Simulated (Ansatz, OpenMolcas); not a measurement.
**Strength of the O–Si bond: SiH3(OH) → SiH3 + OH**

Species: SiH3(OH), singlet; SiH3 (silyl radical) `[SiH3]`, doublet; OH, doublet. 

Shapes, held fixed at every level: PBE0-D4/def2-TZVP. Programs: Ansatz 0.2.0, OpenMolcas 26.06. The zero-point and thermal change to 298 K, harmonic and unscaled (PBE0-D4/def2-TZVP), is -16.5 kJ/mol.

Problem. Estimate ΔH(298 K) of this reaction.

Solution. The highest level, CCSD(T)/CBS estimate, gives ΔH(298 K) = +520.8 kJ/mol; the levels span +463.1 to +535.1. The column of differences is taken from that level and isn't an error. No measured value is set beside it here. Open shells run unrestricted unless RO is named. The CBS estimate extrapolates MP2 from def2-TZVPP and def2-QZVPP and adds CCSD(T) − MP2 in the triple-zeta set, cores frozen.

| level | kind | ΔH(298 K) (kJ/mol) | less CCSD(T)/CBS estimate |
| --- | --- | --- | --- |
| B3LYP/6-31G* (Cartesian functions) | global hybrid | +474.3 | -46.5 |
| r2SCAN0-D4/def2-TZVPP | global hybrid | +482.5 | -38.3 |
| wB97M-V/def2-TZVPP | range-separated hybrid | +517.3 | -3.5 |
| MP2/def2-TZVPP | perturbation theory | +535.1 | +14.3 |
| CCSD/def2-SVP | coupled cluster or CI | +463.1 | -57.7 |
| CCSD(T)/def2-TZVPP | coupled cluster or CI | +503.0 | -17.8 |
| CCSD(T)/CBS estimate | coupled cluster or CI | +520.8 | 0.0 |
